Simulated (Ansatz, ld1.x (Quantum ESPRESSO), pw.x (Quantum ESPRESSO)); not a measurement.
# pw.x on bcc W: one setting changed

Potential: norm-conserving Troullier–Martins (Kleinman–Bylander form), ld1.x (Quantum ESPRESSO) 7.5, PBE; core [Xe] 4f14, reference 5d4 6s2 6p0; waves: 6p (bound, empty): rc 4.00 bohr; 5d (bound): rc 1.65 bohr; 6s (bound): rc 1.95 bohr; local part: the s channel; core correction: a·sin(br)/r model core inside 1.16 bohr.

The reference run (k-mesh 14³, cutoffs 75/300 Ry, Fermi–Dirac 0.01 Ry, mixing_beta 0.4, conv_thr 1e-9, no spin) gives 4.44 GPa at 16.130 Å³/atom, where all-electron LAPW gives 0.30 GPa. This run, with its own iteration cap, changes k-mesh shift to 1.

```
&control
  calculation='scf', prefix='x', pseudo_dir='./', outdir='./tmp', tstress=.true., disk_io='none'
/
&system
  ibrav=0, nat=1, ntyp=1, ecutwfc=75, ecutrho=300, nbnd=10,
  occupations='smearing', smearing='fd', degauss=0.01
/
&electrons
  conv_thr=1e-09, mixing_beta=0.4, electron_maxstep=50
/
ATOMIC_SPECIES
W 1.0 W.UPF
CELL_PARAMETERS angstrom
  -1.59168867 1.59168867 1.59168867
  1.59168867 -1.59168867 1.59168867
  1.59168867 1.59168867 -1.59168867
ATOMIC_POSITIONS crystal
W 0.0000 0.0000 0.0000
K_POINTS automatic
14 14 14 1 1 1
```

```bash
pw.x < W.scf.in > W.scf.out
```

**Question.** How does the run end?

**Answer.** It converges in 7 iterations; the free energy moves by -5.9 meV/atom and the pressure by -0.11 GPa.

```
Message from routine setup:
     using ibrav=0 with symmetry is DISCOURAGED, use correct ibrav instead
     lattice parameter (alat)  =       5.2098  a.u.
     unit-cell volume          =     108.8506 (a.u.)^3
     number of electrons       =         6.00
     number of Kohn-Sham states=           10
     kinetic-energy cutoff     =      75.0000  Ry
     charge density cutoff     =     300.0000  Ry
     scf convergence threshold =      1.0E-09
     Exchange-correlation= PBE
     number of k points=   100  Fermi-Dirac smearing, width (Ry)=  0.0100
     iteration #  1     ecut=    75.00 Ry     beta= 0.40
     total energy              =     -38.21888996 Ry
     estimated scf accuracy    <       0.04216748 Ry
     iteration #  2     ecut=    75.00 Ry     beta= 0.40
     total energy              =     -38.21682010 Ry
     estimated scf accuracy    <       0.00771737 Ry
     iteration #  3     ecut=    75.00 Ry     beta= 0.40
     total energy              =     -38.21814808 Ry
     estimated scf accuracy    <       0.00020065 Ry
     iteration #  4     ecut=    75.00 Ry     beta= 0.40
     c_bands:  1 eigenvalues not converged
     total energy              =     -38.21815190 Ry
     estimated scf accuracy    <       0.00005384 Ry
     iteration #  5     ecut=    75.00 Ry     beta= 0.40
     total energy              =     -38.21816320 Ry
     estimated scf accuracy    <       0.00000111 Ry
     iteration #  6     ecut=    75.00 Ry     beta= 0.40
     total energy              =     -38.21816344 Ry
     estimated scf accuracy    <       0.00000007 Ry
     iteration #  7     ecut=    75.00 Ry     beta= 0.40
     the Fermi energy is    15.2612 ev
!    total energy              =     -38.21816345 Ry
     estimated scf accuracy    <          4.8E-10 Ry
     smearing contrib. (-TS)   =      -0.00197915 Ry
     The total energy is F=E-TS. E is the sum of the following terms:
     one-electron contribution =      11.69124316 Ry
     hartree contribution      =       0.16031578 Ry
     xc contribution           =     -28.28937040 Ry
     ewald contribution        =     -21.77837285 Ry
     convergence has been achieved in   7 iterations
          total   stress  (Ry/bohr**3)                   (kbar)     P=       43.31
     Message from routine punch:
     Nothing written, as per user request (disk_io='none')
```

The run took about 11 s on one core of a shared host (Neoverse-V2, 32 threads, 247 GiB, load 11).
